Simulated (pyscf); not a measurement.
A first-order saddle from PySCF, ωB97X-D3(BJ)/def2-SVP:

```xyz
8

P      1.3668    -0.3323     0.1499
H     -0.2313     0.1938    -0.0983
H      1.9760    -1.5223     0.6816
H      0.9967    -1.0548    -1.0380
In    -1.0379    -0.0760     1.5889
H      0.8287    -0.3120     1.7630
H     -1.2090     1.5284     2.1226
H     -1.8630    -1.5616     1.6548
```

Surface: singlet, charge 0. Lowest wavenumbers (cm⁻¹): 984i, 188, 297, 414, 464.

Problem. Name the species on either side of this saddle.

Solution. PH₃ (SMILES P) + InH₃ (SMILES [InH3]) <-> PH₃ (SMILES P) + InH₃ (SMILES [InH3]), a four-centre exchange read from left to right: H–P, H–In broken and H–P, H–In formed. At CCSD(T)/def2-TZVPP + ΔMP2(QZVPP) it lies +38.1 kcal/mol from the left side and +38.1 kcal/mol from the right (each side as separated species at their lowest minima found). On the reactant side the descent ends in a complex (not fully relaxed), 5.7 kcal/mol under the separated species and 42.0 kcal/mol under the saddle at ωB97X-D3(BJ)/def2-TZVP. On the product side the descent ends in a complex (not fully relaxed), 5.8 kcal/mol under the separated species and 42.1 kcal/mol under the saddle at ωB97X-D3(BJ)/def2-TZVP. At the saddle there is also a short In–P contact that neither side keeps. This is the saddle that the search found; another between the same sides may lie lower. The CCSD(T) − MP2 part came from Ansatz, without density fitting, on the same reference. The frozen core leaves the outer d or s,p core shells of the metals and heavy elements correlated in the MP2 and CC values, and def2-TZVPP describes them poorly, which can shift differences by a few kcal/mol. Elements past Kr carry the def2 core potentials, without spin-orbit coupling.
